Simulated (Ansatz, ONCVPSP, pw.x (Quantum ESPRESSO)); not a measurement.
# Equation-of-state test of one ONCV potential (B)

```
Element                 : boron
Generator               : ONCVPSP 4.0.1.1 (patched build)
Type                    : optimised norm-conserving Vanderbilt (ONCV)
Functional              : LDA (Perdew-Wang 92)
Relativity              : scalar-relativistic
Frozen core             : [He]
Valence charge          : 3
Reference configuration : 2s1.5 2p1.5
Partial waves           : 2s: rc 1.55 bohr, ncon 4, nbas 8, qcut 3.7 1/bohr, 2 projectors, debl 0.4 Ha; 2p: rc 2.40 bohr, ncon 4, nbas 9, qcut 6.8 1/bohr, 2 projectors, debl 2.1 Ha; d scattering state at 0.39 Ha: rc 2.40 bohr, ncon 4, nbas 7, qcut 4.7 1/bohr, 1 projector
Local potential         : polynomial inside 1.40 bohr (lpopt 5, dvloc0 0 Ha)
Core correction         : Teter function, fcfact 3.75, rcfact 1.35
```

Crystal test: diamond B in pw.x 7.5, no spin, 11³ k-points, Fermi–Dirac smearing 0.01 Ry, cutoffs 155/620 Ry. The reference is all-electron LAPW (Ansatz 0.2.0) with the same functional, mesh and smearing; V0 and B0 come from Birch–Murnaghan fits to the pressures at five volumes. Errors are pseudo minus all-electron; Δ is the rms difference of the E(V) curves that follow from these fits, minima aligned, over ±6 % about the mean V0. Mesh and smearing are coarse, so the numbers serve the comparison and aren't converged zero-temperature values; the lattice is a test structure that the element need not adopt.

```json
{"V (Å³/atom)": "7.621", "P all-electron (GPa)": "10.51", "P pseudo (GPa)": "5.14"}
{"V (Å³/atom)": "7.821", "P all-electron (GPa)": "4.90", "P pseudo (GPa)": "0.05"}
{"V (Å³/atom)": "8.022", "P all-electron (GPa)": "-0.11", "P pseudo (GPa)": "-4.50"}
{"V (Å³/atom)": "8.223", "P all-electron (GPa)": "-4.58", "P pseudo (GPa)": "-8.57"}
{"V (Å³/atom)": "8.423", "P all-electron (GPa)": "-8.58", "P pseudo (GPa)": "-12.21"}
```

All-electron: a0 = 4.003 Å (V0 = 8.02 Å³/atom), B0 = 189.6 GPa.

Pseudopotential: mean pressure error (GPa): -4.45; a0 (Å): 3.970; a0 error (%): -0.81; B0 error (%): -1.1; Δ (meV/atom): 8.0. The largest radius (2.40 bohr) exceeds half the bond length (1.64 bohr), so the spheres overlap, which is one possible source of error among others. This is a poor potential for the solid.

Problem. At the middle volume, how do free energy and pressure move when the wave cutoff is lowered (ecutrho kept at four times it)?

Solution.

```csv
cutoff (Ry),shift of F (meV/atom),shift of P (GPa)
70,+35.4,-0.10
93,+27.5,+0.68
124,+14.2,-0.67
```

The run at the middle volume (56 k-points, 7 iterations) took about 48 s on one core of a shared host (Neoverse-N1, 64 threads, 124 GiB, load 51).
